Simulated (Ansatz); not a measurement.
# Phosphine (PH3): up Jacob's ladder to CCSD(T)

Aim: compute phosphine (PH3) with functionals from several rungs and with coupled cluster, and see how far each lands from CCSD(T) at the basis-set limit for the atomisation energy.

Computed with Ansatz 0.2.0, Gaussian basis. Level: functionals in def2-TZVPP, the program's frozen cores in correlated methods.

Levels to be run: LDA (SPW92), PBE-D4, revPBE-D4, BLYP-D4, r2SCAN-D4, B97M-V, PBE0-D4, B3LYP-D4, r2SCANh-D4, r2SCAN0-D4, HSE06-D4, BHLYP-D4, CAM-B3LYP-D4, LC-ωPBE, ωB97X-V, ωB97M-V, B2PLYP, PBE-QIDH; CCSD(T)/def2-SVP; CCSD(T)/def2-TZVPP; CCSD(T)/def2-QZVPP; extrapolation to the limit; RPA on PBE.

## (1) The relaxed structure

All runs share one geometry, relaxed beforehand with PBE0-D4 in a triple-zeta def2 set.

4 atoms, charge 0, spin multiplicity 1.

Atoms are counted from 1 here; the program's logs count them from 0.

Bond lengths: P1–H2 1.420 Å, P1–H3 1.420 Å, P1–H4 1.420 Å. Angles: H2–P1–H3 93.1°, H2–P1–H4 93.1°, H3–P1–H4 93.1°.

## (2) LDA

This LDA is Slater exchange with PW92 correlation.

in.yaml reads:

```yaml
crystal:
  periodic: [false, false, false]
  atoms:
    - {symbol: P, position_ang: [0.345982, -0.326530, -0.332826]}
    - {symbol: H, position_ang: [0.630897, -0.034008, 1.026964]}
    - {symbol: H, position_ang: [-1.005545, -0.663003, -0.057227]}
    - {symbol: H, position_ang: [0.028666, 1.023531, -0.636900]}
basis:
  gaussian: {orbitals: def2-TZVPP}
hamiltonian: {xc: lda}
output: {orbitals: {seedname: orbitals}}
```

Further steps of the session: PBE-D4 (GGA); revPBE-D4 (GGA); BLYP-D4 (GGA); r2SCAN-D4 (meta-GGA); B97M-V (meta-GGA); PBE0-D4 (hybrid); B3LYP-D4 (hybrid); r2SCANh-D4 (hybrid); r2SCAN0-D4 (hybrid); HSE06-D4 (hybrid); BHLYP-D4 (hybrid); CAM-B3LYP-D4 (range-separated); LC-ωPBE-D4 (range-separated); ωB97X-V (range-separated); ωB97M-V (range-separated); B2PLYP (double hybrid); PBE-QIDH (double hybrid); CCSD(T) in def2-SVP; CCSD(T) in def2-TZVPP; CCSD(T) in def2-QZVPP; RPA on PBE orbitals.

Before running them: what should the planned runs give, taken together? Wanted: atomisation energy, CCSD(T)/CBS; farthest beyond LDA; mean size of error, GGA; mean size of error, meta-GGA; mean size of error, hybrid; mean size of error, range-separated; mean size of error, double hybrid; gap, smallest and largest; T1 diagnostic.

**Answer**, as computed:

| quantity | value |
| --- | --- |
| atomisation energy, CCSD(T)/CBS | 1012.9 kJ/mol |
| functionals within 5.1 kJ/mol (0.5 %) | BHLYP-D4 |
| farthest beyond LDA | PBE-QIDH (-28.6 kJ/mol) |
| mean size of error, GGA | 12.0 kJ/mol |
| mean size of error, meta-GGA | 13.2 kJ/mol |
| mean size of error, hybrid | 13.0 kJ/mol |
| mean size of error, range-separated | 19.4 kJ/mol |
| mean size of error, double hybrid | 18.3 kJ/mol |
| gap, smallest and largest | 6.49 eV (LDA (SPW92)), 13.66 eV (LC-ωPBE) |
| T1 diagnostic | 0.0129 |
| triples share of the correlation energy | 3.3 % |

In words: LDA overbinds by 117.8 kJ/mol (12 %). PBE-D4 is off by -7.4 kJ/mol. Double hybrids carry the basis error of their MP2 part in triple zeta, and no dispersion term here, so their miss is partly the set-up's. Taken by rung, GGA functionals do best (12.0 kJ/mol on average) and range-separated ones worst beyond LDA (19.4 kJ/mol). The gap between the best rungs is small, so their order is not settled. Misses under about 5.1 kJ/mol are within the doubt on the reference itself, which lacks core-valence correlation, relativity and higher excitations. Hartree-Fock recovers 71 % of the binding; the rest is correlation. CCSD(T) in def2-SVP is off by -84.2 kJ/mol, more than most functionals: a good method in a small basis is no reference. The gap grows from 6.5 to 13.7 eV across the functionals, mostly with the share of exact exchange.
